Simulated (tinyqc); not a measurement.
RKS/PBE0 in the sto-3g basis, for H2F+, spin multiplicity 1, step by step (part 2 of 2). Computed by tinyqc, a small Python program that keeps every step (integrals from PySCF). Command: `OMP_NUM_THREADS=1 python tinyqc.py 22034 22035 out.jsonl` (the two numbers bound the seeds that draw the settings). One thread of a shared host (Intel(R) Xeon(R) Processor @ 2.60GHz), about 0.9 s of CPU time with the checks.

Geometry (angstrom):
```
atom         x          y         z
F     0.000000   0.000000  0.000000
H     0.000000   0.910000  0.729000
H     0.000000  -0.910000  0.729000
```

## Iteration 2: building the Kohn-Sham matrix

D after iteration 1, order 1F 1s, 1F 2s, 1F 2px, 1F 2py, 1F 2pz, 2H 1s, 3H 1s:
```
[[2.118761, -0.499665, 0.004635, 0.001775, 0.023781, -0.002873, -0.008078],
 [-0.499665, 2.111766, -0.029020, -0.019019, -0.138711, -0.005685, 0.002355],
 [0.004635, -0.029020, 1.997882, 0.007732, -0.023259, 0.031164, 0.060073],
 [0.001775, -0.019019, 0.007732, 1.701087, -0.064707, 0.299972, -0.249474],
 [0.023781, -0.138711, -0.023259, -0.064707, 1.811712, 0.283184, 0.136010],
 [-0.002873, -0.005685, 0.031164, 0.299972, 0.283184, 0.101638, -0.022227],
 [-0.008078, 0.002355, 0.060073, -0.249474, 0.136010, -0.022227, 0.047486]]
```

core Hamiltonian H = T + V (hartree), order 1F 1s, 1F 2s, 1F 2px, 1F 2py, 1F 2pz, 2H 1s, 3H 1s:
```
[[-40.932688, -9.605686, 0.000000, 0.000000, -0.011645, -1.110343, -1.110343],
 [-9.605686, -11.409961, 0.000000, 0.000000, -0.144509, -2.696184, -2.696184],
 [0.000000, 0.000000, -9.065288, 0.000000, 0.000000, 0.000000, 0.000000],
 [0.000000, 0.000000, 0.000000, -9.141813, 0.000000, -1.473984, 1.473984],
 [-0.011645, -0.144509, 0.000000, 0.000000, -9.114399, -1.216039, -1.216039],
 [-1.110343, -2.696184, 0.000000, -1.473984, -1.216039, -4.776437, -0.991683],
 [-1.110343, -2.696184, 0.000000, 1.473984, -1.216039, -0.991683, -4.776437]]
```

nuclear repulsion = 8.45991824 hartree

V_xc (hartree), order 1F 1s, 1F 2s, 1F 2px, 1F 2py, 1F 2pz, 2H 1s, 3H 1s:
```
[[-2.624118, -0.365431, 0.000109, 0.000101, 0.000476, -0.042731, -0.042745],
 [-0.365431, -0.717970, 0.000690, -0.000049, 0.000825, -0.153155, -0.151587],
 [0.000109, 0.000690, -0.716102, -0.000171, 0.000580, 0.000053, 0.000035],
 [0.000101, -0.000049, -0.000171, -0.710633, 0.001368, -0.086894, 0.084723],
 [0.000476, 0.000825, 0.000580, 0.001368, -0.712806, -0.069986, -0.068412],
 [-0.042731, -0.153155, 0.000053, -0.086894, -0.069986, -0.249894, -0.046034],
 [-0.042745, -0.151587, 0.000035, 0.084723, -0.068412, -0.046034, -0.225692]]
```

E_xc = sum of w rho eps_xc = -8.40021988 hartree

Given earlier and not repeated: Two-electron integrals (ij|kl) in chemists' order.

J_ij = sum D_kl (ij|kl), K_ij = sum D_kl (ik|jl); F = H + J - 0.125 K + V_xc; E = tr D H + tr D J / 2 - 0.0625 tr D K + E_xc + E_nn.

Coulomb J (hartree), order 1F 1s, 1F 2s, 1F 2px, 1F 2py, 1F 2pz, 2H 1s, 3H 1s:
```
[[20.570729, 3.931652, -0.001102, -0.000063, -0.002427, 0.452775, 0.452790],
 [3.931652, 9.746295, -0.004552, 0.004864, 0.006385, 2.267808, 2.263507],
 [-0.001102, -0.004552, 9.743115, 0.000516, -0.001704, -0.000759, -0.000812],
 [-0.000063, 0.004864, 0.000516, 9.732781, -0.002989, 1.341046, -1.334248],
 [-0.002427, 0.006385, -0.001704, -0.002989, 9.736452, 1.076517, 1.073491],
 [0.452775, 2.267808, -0.000759, 1.341046, 1.076517, 4.441764, 0.839165],
 [0.452790, 2.263507, -0.000812, -1.334248, 1.073491, 0.839165, 4.403918]]
```

exchange K (hartree), order 1F 1s, 1F 2s, 1F 2px, 1F 2py, 1F 2pz, 2H 1s, 3H 1s:
```
[[11.090690, 1.928599, -0.000126, -0.001094, 0.001008, 0.237350, 0.235560],
 [1.928599, 3.173653, -0.007955, -0.002941, -0.023351, 0.764128, 0.751812],
 [-0.000126, -0.007955, 2.640374, 0.003479, -0.012300, 0.010170, 0.018087],
 [-0.001094, -0.002941, 0.003479, 2.517148, -0.034014, 0.459921, -0.438520],
 [0.001008, -0.023351, -0.012300, -0.034014, 2.559725, 0.391843, 0.348411],
 [0.237350, 0.764128, 0.010170, 0.459921, 0.391843, 0.504750, 0.174480],
 [0.235560, 0.751812, 0.018087, -0.438520, 0.348411, 0.174480, 0.429873]]
```

Kohn-Sham matrix F (hartree), order 1F 1s, 1F 2s, 1F 2px, 1F 2py, 1F 2pz, 2H 1s, 3H 1s:
```
[[-24.372413, -6.280540, -0.000977, 0.000174, -0.013722, -0.729968, -0.729744],
 [-6.280540, -2.778342, -0.002868, 0.005183, -0.134380, -0.677047, -0.678240],
 [-0.000977, -0.002868, -0.368321, -0.000090, 0.000413, -0.001977, -0.003038],
 [0.000174, 0.005183, -0.000090, -0.434308, 0.002631, -0.277323, 0.279274],
 [-0.013722, -0.134380, 0.000413, 0.002631, -0.410719, -0.258489, -0.254512],
 [-0.729968, -0.677047, -0.001977, -0.277323, -0.258489, -0.647661, -0.220361],
 [-0.729744, -0.678240, -0.003038, 0.279274, -0.254512, -0.220361, -0.651946]]
```

total energy of this density = -98.83895823 hartree

## Iteration 2: diagonalisation and new density

X, order 1F 1s, 1F 2s, 1F 2px, 1F 2py, 1F 2pz, 2H 1s, 3H 1s:
```
[[1.023237, -0.131728, 0.000000, 0.000000, -0.004347, 0.014603, 0.014603],
 [-0.131728, 1.096346, 0.000000, 0.000000, 0.038917, -0.158040, -0.158040],
 [0.000000, 0.000000, 1.000000, 0.000000, 0.000000, 0.000000, 0.000000],
 [0.000000, 0.000000, 0.000000, 1.037910, 0.000000, -0.122266, 0.122266],
 [-0.004347, 0.038917, 0.000000, 0.000000, 1.020418, -0.083259, -0.083259],
 [0.014603, -0.158040, 0.000000, -0.122266, -0.083259, 1.072213, -0.062098],
 [0.014603, -0.158040, 0.000000, 0.122266, -0.083259, -0.062098, 1.072213]]
```

Diagonalise F' = X^T F X, C = X C', fill 5 alpha and 5 beta electrons from the bottom; D = 2 C_occ C_occ^T. Each column has its largest component positive (the first on a tie).

F' = X^T F X (hartree):
```
[[-23.912140, -3.275089, -0.000697, -0.000468, -0.022355, -0.067419, -0.067190],
 [-3.275089, -1.588583, -0.002206, 0.005598, -0.058843, -0.250873, -0.250112],
 [-0.000697, -0.002206, -0.368321, -0.000223, 0.000732, -0.001516, -0.002741],
 [-0.000468, 0.005598, -0.000223, -0.339435, 0.003360, -0.221626, 0.220959],
 [-0.022355, -0.058843, 0.000732, 0.003360, -0.357927, -0.169519, -0.163900],
 [-0.067419, -0.250873, -0.001516, -0.221626, -0.169519, -0.460860, -0.052340],
 [-0.067190, -0.250112, -0.002741, 0.220959, -0.163900, -0.052340, -0.466110]]
```

orbital energies (hartree): [-24.383627, -1.292772, -0.690279, -0.539727, -0.368333, -0.158728, -0.059910]

coefficients C, order 1F 1s, 1F 2s, 1F 2px, 1F 2py, 1F 2pz, 2H 1s, 3H 1s:
```
[[0.994177, -0.239319, -0.000822, 0.121500, 0.001074, -0.066066, -0.004706],
 [0.024329, 0.888254, 0.002575, -0.576540, -0.005216, 0.384841, 0.025953],
 [0.000043, 0.003280, -0.001494, 0.002790, 0.999934, 0.010306, -0.002020],
 [-0.000016, -0.006165, 0.561772, -0.003761, 0.003231, -0.055001, 0.887963],
 [0.001876, 0.148383, 0.005903, 0.592400, -0.010533, 0.825196, 0.050957],
 [-0.003801, 0.154367, 0.519734, 0.446922, 0.003097, -0.524073, -0.657418],
 [-0.003819, 0.156509, -0.514656, 0.452396, 0.004813, -0.598036, 0.590639]]
```

D after iteration 2, order 1F 1s, 1F 2s, 1F 2px, 1F 2py, 1F 2pz, 2H 1s, 3H 1s:
```
[[2.120851, -0.516892, 0.001343, 0.001089, 0.076630, 0.026311, 0.028283],
 [-0.516892, 2.244038, -0.007828, -0.003758, -0.419250, -0.238642, -0.246497],
 [0.001343, -0.007828, 1.999779, 0.004721, -0.016804, 0.008146, 0.014713],
 [0.001089, -0.003758, 0.004721, 0.631301, 0.000278, 0.578700, -0.583540],
 [0.076630, -0.419250, -0.016804, 0.000278, 0.746209, 0.581380, 0.576254],
 [0.026311, -0.238642, 0.008146, 0.578700, 0.581380, 0.987432, -0.082218],
 [0.028283, -0.246497, 0.014713, -0.583540, 0.576254, -0.082218, 0.988131]]
```

## Convergence

Stop when the energy changes by less than 1e-10 hartree and every element of the error matrix X^T (F D S - S D F) X is below 3e-06.

Course of the cycle:
```
iteration   E (hartree)     change  largest element of the error matrix
1          -80.92042448          -                             2.27e+01
2          -98.83895823  -1.79e+01                             3.88e-01
3          -98.69055693   1.48e-01                             5.72e-01
4          -98.85786185  -1.67e-01                             3.72e-01
5          -98.70509126   1.53e-01                             5.62e-01
6          -98.86345604  -1.58e-01                             3.70e-01
7          -98.71315142   1.50e-01                             5.57e-01
8          -98.86662667  -1.53e-01                             3.68e-01
9          -98.71775281   1.49e-01                             5.54e-01
10         -98.86845409  -1.51e-01                             3.67e-01
11         -98.72041512   1.48e-01                             5.52e-01
12         -98.86951724  -1.49e-01                             3.67e-01
13         -98.72196742   1.48e-01                             5.51e-01
14         -98.87013913  -1.48e-01                             3.66e-01
...                 ...        ...                                  ...
37         -98.72417053   1.47e-01                             5.50e-01
38         -98.87102427  -1.47e-01                             3.66e-01
39         -98.72417211   1.47e-01                             5.50e-01
40         -98.87102491  -1.47e-01                             3.66e-01
41         -98.72417304   1.47e-01                             5.50e-01
42         -98.87102528  -1.47e-01                             3.66e-01
43         -98.72417359   1.47e-01                             5.50e-01
44         -98.87102551  -1.47e-01                             3.66e-01
45         -98.72417392   1.47e-01                             5.50e-01
46         -98.87102564  -1.47e-01                             3.66e-01
47         -98.72417411   1.47e-01                             5.50e-01
48         -98.87102571  -1.47e-01                             3.66e-01
49         -98.72417422   1.47e-01                             5.50e-01
50         -98.87102576  -1.47e-01                             3.66e-01
```

PySCF RKS in the same basis, fine grid = -99.12150913 hartree

Not converged within the cap of 50 iterations: the residual has stopped falling: the iteration swings between two states. Reruns (cap 100 unless said): DIIS 8: converged in 9; damping 0.5: converged in 39; level shift 0.5: converged in 24; atomic densities as start, DIIS 8: converged in 8; the original settings with a cap of 400: not converged.
